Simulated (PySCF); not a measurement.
## SMILES CF, CH3F

Geometry:
| atom | x (Å) | y (Å) | z (Å) |
| --- | --- | --- | --- |
| C1 | -0.017 | 0.019 | 0.026 |
| F2 | 1.328 | -0.119 | -0.141 |
| H3 | -0.292 | -0.199 | 1.072 |
| H4 | -0.324 | 1.051 | -0.216 |
| H5 | -0.554 | -0.679 | -0.638 |

Computed with PySCF, GIAO B3LYP/IGLO-II magnetisability, rotational g tensor and spin-rotation constants, non-relativistic, gas phase. Geometry: PBE0-D3(BJ)/def2-SVP.

Task: Give the nuclear spin-rotation constants along the inertial axes (H = +C I·J) beside the isotropic shieldings.

Result: Rotational constants 155.7130, 26.1419, 26.1415 GHz. A star marks the isotopologue with that one atom substituted, in its own axes.
| atom | isotope | Caa (kHz) | Cbb (kHz) | Ccc (kHz) | mean (kHz) | σ (ppm) |
| --- | --- | --- | --- | --- | --- | --- |
| F2 | 19F | 67.254 | -2.350 | -2.350 | 20.851 | 457.7 |
| H3 | 1H | -15.374 | -0.599 | -0.599 | -5.524 | 27.5 |
| H4 | 1H | -15.366 | -0.600 | -0.600 | -5.522 | 27.5 |
| H5 | 1H | -15.378 | -0.599 | -0.599 | -5.525 | 27.5 |
| C1 | 13C* | 21.598 | 7.066 | 7.066 | 11.910 | 109.6 |

Where two moments of inertia are equal or nearly so, the constants along those axes are given as their average.
For the geometry as given, no vibrational averaging.
